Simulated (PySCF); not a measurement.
**Orbital picture of OF**

PBE at R = 1.330 Å; basis O def2-SVPD, F def2-SVPD; no relativity; PySCF 2.14. State: ²Π (doublet), unpaired electrons π ↑. Only the outer orbitals are listed, counted within each symmetry.

```csv
spin,orbital,occ.,ε (eV),on O (%),main shells (%)
α,3σ,1,-33.67,24,"70 F s, 18 O s"
α,4σ,1,-23.24,63,"63 O s, 26 F s, 11 F p"
α,5σ,1,-14.63,51,"47 F p, 35 O p, 16 O s"
α,1π,1,-13.89,34,"66 F p, 33 O p"
α,1π,1,-12.97,24,"75 F p, 24 O p"
α,2π,1,-9.09,66,"66 O p, 34 F p"
α,2π,1,-7.60,75,"75 O p, 24 F p"
α,6σ,0,-2.27,65,"64 O p, 39 F p"
β,3σ,1,-33.20,21,"73 F s, 15 O s"
β,4σ,1,-22.16,62,"62 O s, 24 F s, 14 F p"
β,5σ,1,-14.12,53,"45 F p, 33 O p, 20 O s"
β,1π,1,-12.75,22,"78 F p, 21 O p"
β,1π,1,-12.69,18,"81 F p, 18 O p"
β,2π,1,-7.13,78,"78 O p, 22 F p"
β,2π,0,-6.62,81,"80 O p, 19 F p"
β,6σ,0,-1.72,69,"67 O p, 37 F p"
```

Question: Which are the highest filled and the lowest empty level, where do they sit, and how wide is the gap?

Answer: Highest filled β 2π at -7.13 eV (in %: 78 O p, 22 F p); lowest empty β 2π at -6.62 eV (in %: 80 O p, 19 F p); the gap at PBE is 0.51 eV. Both belong to one degenerate shell, split only by its one-sided filling, so this is no excitation gap.

```json
{
 "bond order (Mayer)": "1.13",
 "⟨S²⟩": "0.752",
 "charge on O (Mulliken, basis-dependent)": "0.10",
 "charge on O (Löwdin, basis-dependent)": "0.10",
 "dipole moment (positive dipole means O(−)F(+))": "0.26 D",
 "polarisability along the bond": "13.7 bohr³",
 "polarisability across the bond": "7.8 bohr³"
}
```

The state was picked by a PBE0 search and need not be the measured ground state.
